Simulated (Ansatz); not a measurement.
This Ansatz (an electronic-structure program) input (PBE0/def2-QZVPPD) gives -177.07432 Eh with 258 basis functions. A basis named .json is the Basis Set Exchange file of that set (core-valence sets with the plain set on hydrogen).

Ansatz 0.2 input:
```yaml
crystal:
  periodic: [false, false, false]
  atoms:
    - {symbol: C, position_ang: [0.13152232, 0.38672480, 0.01599482]}
    - {symbol: C, position_ang: [1.26715633, -0.26934746, -0.00652910]}
    - {symbol: F, position_ang: [-1.14692546, -0.29258346, -0.01565564]}
    - {symbol: H, position_ang: [-0.14655768, 1.44553984, 0.05762139]}
    - {symbol: H, position_ang: [2.07681501, 0.48344726, 0.02648506]}
basis:
  gaussian:
    orbitals: def2-QZVPPD.json
hamiltonian:
  xc: {name: PBE0}
total_charge: -1
magnetization: {spin_polarized: false}
```

Change:
```diff
- orbitals: def2-QZVPPD.json
+ orbitals: 6-31G__.json
```

**Question.** What does the run give now?

**Answer.** -176.95555 Eh (PBE0/6-31G**, 55 functions), a change of +118.77 mEh.
